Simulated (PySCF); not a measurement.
Species: C₃H₃O₃ (charge -1).
SMILES with atom numbers: `[O:1]=[C:2]([O-:3])[C@H:4]1[CH2:5][O:6]1` (hydrogens: H7 on C4; H8, H9 on C5)

Structure optimised with GFN2-xTB, isolated species.

(1) What internal coordinates does the optimisation give?

Results:

(1) 
| bond | length (Å) |
| --- | --- |
| O1=C2 | 1.233 |
| C2–O3 | 1.237 |
| C2–C4 | 1.580 |
| C4–C5 | 1.463 |
| C5–O6 | 1.394 |
| C4–O6 | 1.413 |
| C4–H7 | 1.093 |
| C5–H8 | 1.089 |
| C5–H9 | 1.085 |

A selection of angles:
| angle | degrees |
| --- | --- |
| O1–C2–O3 | 130.5 |
| O1–C2–C4 | 116.2 |
| O3–C2–C4 | 113.2 |
| C2–C4–C5 | 120.6 |
| C2–C4–O6 | 121.6 |
| C2–C4–H7 | 114.0 |
| C5–C4–O6 | 58.0 |
| C5–C4–H7 | 117.8 |
| O6–C4–H7 | 113.7 |
| C4–C5–O6 | 59.2 |
| C4–C5–H8 | 120.6 |
| C4–C5–H9 | 117.8 |
| O6–C5–H8 | 115.7 |
| O6–C5–H9 | 115.3 |
| H8–C5–H9 | 115.8 |
| C4–O6–C5 | 62.8 |

Torsions: O1–C2–C4–C5 -24° (synperiplanar); C2–C4–C5–O6 110° (anticlinal); C2–C4–O6–C5 -109° (anticlinal).

The 4 C–O bonds span 1.233 Å (O1=C2, drawn double in one of several resonance forms) to 1.413 Å (C4–O6, drawn single), a spread of 0.180 Å. The 3-membered ring C4–C5–O6 has internal angles of 58.0° to 62.8°. C2 (carboxylate carbon) is planar (angles 130.5°, 116.2° and 113.2°, sum 359.9°, 0.02 Å off the plane of its three neighbours). The 2 C–C bonds span 1.463 Å (C4–C5, drawn single) to 1.580 Å (C2–C4, drawn single), a spread of 0.117 Å. Of the pairs four or more bonds apart, O1···H9 is among the closest relative to their van der Waals radii: 2.61 Å, 96 % of the sum of Bondi's values.

Point group: C1 (no symmetry element, even within 0.4 Å). No frequency check.

One conformer stands for the species.

All values are computed, not measured.
